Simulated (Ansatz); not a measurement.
# AsH₂, doublet: reading a ladder of total energies

Geometry: a PBE0/def2-TZVP stationary point for this spin, not checked as a minimum.

```xyz
3

As    0.0000   -0.0281    0.0000
H     0.0000    1.0445   -1.0859
H     0.0000    1.0445    1.0859
```

Basis cc-pVDZ; Ansatz 0.2.0. Correlated methods freeze the noble-gas cores and the filled d shells of p-block atoms, which leaves 7 electrons in 23 orbitals. R marks a restricted (for open shells ROHF) determinant. No spin–orbit coupling is included, and no scalar relativity.

Full CI is exact within this basis and frozen core; it isn't the basis-set limit.

RCCSD has a T1 diagnostic of 0.017 and a largest doubles amplitude of 0.07.

Runs differ by some tens of microhartree through their thresholds and, for an open shell, their frozen cores, so steps under 0.03 kcal/mol mean nothing.

```
    level  total energy (hartree)
      RHF            -2235.306713
     RMP2            -2235.409256
    RCCSD            -2235.433278
 RCCSD(T)            -2235.435853
   RCCSDT            -2235.436379
RCCSDT(Q)            -2235.436475
  full CI            -2235.436484
```

Task: What is the correlation energy at full CI, and what share of it do RMP2 and RCCSD recover?

Result: E(corr) = -2235.436484 − (-2235.306713) = -0.129771 hartree = -3.531 eV. RMP2: -0.102543 / -0.129771 = 79.02 %. RCCSD: -0.126565 / -0.129771 = 97.53 %.

Task: By how many kcal/mol does RCCSD(T) miss full CI (1 hartree = 627.509 kcal/mol), and which steps make up the rest?

Result: -2235.435853 − (-2235.436484) = 0.000631 hartree = 0.40 kcal/mol. Steps: RCCSDT − RCCSD(T) = -0.33, RCCSDT(Q) − RCCSDT = -0.06, full CI − RCCSDT(Q) = -0.01 kcal/mol. That is within 1 kcal/mol of the reference in this basis, which itself misses far more of the correlation at the basis-set limit.
